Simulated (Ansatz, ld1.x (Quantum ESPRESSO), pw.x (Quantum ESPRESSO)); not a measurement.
silver (Ag): one change to the TM potential, in the atom and in the bcc crystal

```json
{
  "Element": "silver (Ag)",
  "Generator": "ld1.x (Quantum ESPRESSO) 7.5",
  "Type": "norm-conserving Troullier–Martins (Kleinman–Bylander form)",
  "Functional": "PBEsol",
  "Relativity": "scalar-relativistic",
  "Frozen core": "[Kr]",
  "Valence charge": "11",
  "Reference configuration": "4d10 5s0.5 5p0 (charge +0.5)",
  "Partial waves": "5s (bound): rc 2.15 bohr; 4d (bound): rc 1.65 bohr; 5p (bound, empty): rc 3.25 bohr",
  "Local potential": "the p channel",
  "Core correction": "none"
}
```

Change: all radii scaled by about 0.84 (s 1.80, p 2.74, d 1.38 bohr).

Cutoffs, loose and tight: the cutoffs (Ry, on a coarse ladder) from which the occupation-weighted sum of valence levels, in a spherical-Bessel basis at the reference potential, stays within 10 and 1 mRy of its value at 400 Ry. They do not see the model core or the augmentation charge, which bear on the density cutoff. Test errors are all-electron minus pseudo excitation energies from the reference, over the configurations 4d10 5s1 5p0; 4d10 5s0 5p0; 4d9 5s0 5p0; 4d9 5s1 5p0; 4d9 5s2 5p0; 4d10 5s0 5p1; 4d8 5s0 5p0; variants that change the core or the reference have their own tests.

Crystal test: bcc Ag in pw.x 7.5, no spin, 14³ k-points, Fermi–Dirac smearing 0.01 Ry, cutoffs set for each file from its atomic test. The reference is all-electron LAPW (Ansatz 0.2.0) with the same functional, mesh and smearing; V0 and B0 come from Birch–Murnaghan fits to the pressures at five volumes. Errors are pseudo minus all-electron; Δ is the rms difference of the E(V) curves that follow from these fits, minima aligned, over ±6 % about the mean V0. Mesh and smearing are coarse, so the numbers serve the comparison and aren't converged zero-temperature values; the lattice is a test structure that the element need not adopt.

All-electron: a0 = 3.226 Å (V0 = 16.78 Å³/atom), B0 = 114.6 GPa.

Question: Does the change bring the crystal closer to the all-electron result?

Answer: The mean pressure error goes from +7.87 to +9.99 GPa, so the change moves the solid further from the all-electron pressures. Neither pressure curve crosses zero within the volumes sampled, so no fits are given.

| quantity | base | changed |
| --- | --- | --- |
| outcome (atom) | generated | generated |
| cutoff, loose (atom) | 70 Ry | 80 Ry |
| cutoff, tight (atom) | 100 Ry | 120 Ry |
| bound ghosts (atom) | none | none |
| largest test error (meV) (atom) | -179 over the solved tests; 1 of 7 tests not solved or not reliable | -860 |
| cutoffs in pw.x (Ry) | 120/480 | 145/580 |
| mean pressure error (GPa) | +7.87 | +9.99 |

Base: The largest radius (3.25 bohr) exceeds half the bond length (2.64 bohr), so the spheres overlap, which is one possible source of error among others. This is a poor potential for the solid. Atomic configuration tests: 1 of 7 tests not solved or not reliable. Changed file: This is a poor potential for the solid. The atomic cutoffs weigh occupied waves only.
